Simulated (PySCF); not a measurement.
An unknown is described by computed data only.

Formula: C6H6.

| Item | Value |
| --- | --- |
| 13C NMR | chemical shifts (computed TMS as zero) by class: 160.0 (1 C), 140.9 (2 C), 133.2 (1 C), 130.6 (2 C) ppm [GIAO PBE0/pcSseg-1] |
| 1H NMR | chemical shifts (computed TMS as zero) by class: 6.71 (2 H), 6.34 (2 H), 6.20 (2 H) ppm [GIAO PBE0/pcSseg-1] |
| Couplings | largest of the computed one-bond spin–spin couplings (means over like bonds): 13C–1H +176.6 (×2), 13C–1H +171.9 (×2), 13C–1H +165.8 (×2), 13C–13C +76.6, 13C–13C +73.9 (×2), 13C–13C +53.0 (×2), 13C–13C +52.4 Hz [B3LYP/pcJ-1, spin–dipole term left out] |
| Dipole | 0.64 D [PBE0/def2-SVPD] |
| UV, strongest line | among the 8 lowest singlet transitions: S2 at 5.42 eV (229 nm, f = 0.378) [TDDFT PBE0/def2-SVPD] |
| Rotational structure | rotational constants A, B, C: 8.392, 3.846, 2.637 GHz [GFN2-xTB] |
| Triplet | lowest triplet excitation (Tamm–Dancoff): 2.23 eV [TDA PBE0/def2-SVPD] |

Electronic properties: PySCF, gas phase, density fitting. Levels stand in brackets. Isolated species at its GFN2-xTB geometry, gas phase. NMR values are class means; diastereotopic atoms form classes of their own.

**Question.** Give a SMILES that accounts for the data.

**Answer.** Numbering: `[CH2:1]=[C:2]1[CH:3]=[CH:4][CH:5]=[CH:6]1`. Its formula, C6H6, gives 4 degrees of unsaturation: 1 ring and 3 π bonds in the structure found. 6 carbons fall into 4 classes; from least to most shielded: fully substituted alkene carbon [C2] (160.0 ppm), alkene CH carbon [C4/C5] (140.9 ppm, 2 C), terminal =CH2 carbon [C1] (133.2 ppm), alkene CH carbon [C3/C6] (130.6 ppm, 2 C). Hydrogen classes from least to most shielded: 2 H on 2 alkene CH carbons, C4/C5 (6.71 ppm), 2 H on 2 alkene CH carbons, C3/C6 (6.34 ppm), 2 H on a terminal =CH2 carbon, C1 (6.20 ppm). The couplings run between: +176.6 Hz, alkene CH carbon [C3] and its hydrogen (with 1 like pair); +171.9 Hz, alkene CH carbon [C4] and its hydrogen (with 1 like pair); +165.8 Hz, terminal =CH2 carbon [C1] and its hydrogen (with 1 like pair); +76.6 Hz, terminal =CH2 carbon [C1] and fully substituted alkene carbon [C2]; +73.9 Hz, alkene CH carbon [C3] and alkene CH carbon [C4] (with 1 like pair); +53.0 Hz, fully substituted alkene carbon [C2] and alkene CH carbon [C3] (with 1 like pair); +52.4 Hz, alkene CH carbon [C4] and alkene CH carbon [C5]. The optimised geometry has point group C2v and is an asymmetric top. Structure: `C=C1C=CC=C1` (fulvene). Computed isomers that give other values at the same levels: `C#CC#CCC` (rotational constant A: 21.523 GHz; this holds for the one conformer computed); `C1=CC2C=CC12` (13C chemical shifts (computed TMS as zero) by class: 154.5 (4 C), 53.9 (2 C) ppm); `C=CC=C1C=C1` (13C chemical shifts (computed TMS as zero) by class: 145.1 (1 C), 144.2 (1 C), 143.4 (1 C), 121.9 (1 C), 111.3 (1 C), 90.8 (1 C) ppm). The assignments are read from this structure; whether some other isomer fits the data as well wasn't checked.
